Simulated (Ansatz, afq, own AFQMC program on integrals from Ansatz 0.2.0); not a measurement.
# CO, triplet → CO, quintet

```tsv
atom	x (Å)	y (Å)	z (Å)
O	0.0000	0.0000	0.0000
C	0.0000	0.0000	1.1955
```

E(quintet, charge +0) − E(triplet, charge +0) at this geometry, on UHF and UHF determinants.

Basis 6-31G. Only valence electrons are correlated. AFQMC by an in-house program on the Cholesky factors that Ansatz 0.2.0 writes for its CCSD(T) run. The CISD trial takes its coefficients from CCSD amplitudes. Released means that phaseless walkers are propagated on without the constraint, phases kept. Error bars are statistical, one sigma. The errors of all members are added in quadrature.

Full CI on the same integrals is exact in this basis and with this determinant's frozen core.

Errors are counted within 6-31G, not against nature.

Cautions: CO (triplet): lower spins were not checked, strong correlation (T1 0.061, weight of the determinant 0.84, largest double 0.13), unrestricted determinant spin contaminated (⟨S²⟩ 2.28 against 2.00), its ph-AFQMC/CISD value lies 40 ± 5 meV above full CI; CO (quintet): another spin lies lower; the upper state may be diffuse, so the gap hangs on the basis.

| level | vertical spin gap (eV) |
| --- | --- |
| CCSD | 5.460 |
| MP2 | 5.154 |

(1) From these cheaper values, estimate the vertical spin gap at the reference level in 6-31G.

(1) 5.599 eV (full CI in 6-31G).

```json
{"level": "HF", "vertical spin gap (eV)": "3.598", "error against FCI (eV)": "-2.001"}
{"level": "CCSD(T)", "vertical spin gap (eV)": "5.549", "error against FCI (eV)": "-0.050"}
{"level": "ph-AFQMC/HF", "vertical spin gap (eV)": "5.709 ± 0.031", "error against FCI (eV)": "0.110 ± 0.031"}
{"level": "ph-AFQMC/CISD", "vertical spin gap (eV)": "5.560 ± 0.005", "error against FCI (eV)": "-0.039 ± 0.005"}
{"level": "released AFQMC", "vertical spin gap (eV)": "5.598 ± 0.009", "error against FCI (eV)": "-0.001 ± 0.009"}
```

Correlation beyond CCSD(T) adds 0.050 eV. The perturbative (T) step is worth +0.090 eV. Where the cautions show a poor determinant, the low rows tell how each method copes with it, not its usual error.

A walk keeps the symmetry of its determinant, which the program's search chose and which needn't be the lowest solution, so a lower state of the same spin and another symmetry isn't excluded. Released energies are given only where the last usable release times agree within the noise; a slower fall can still hide under it.
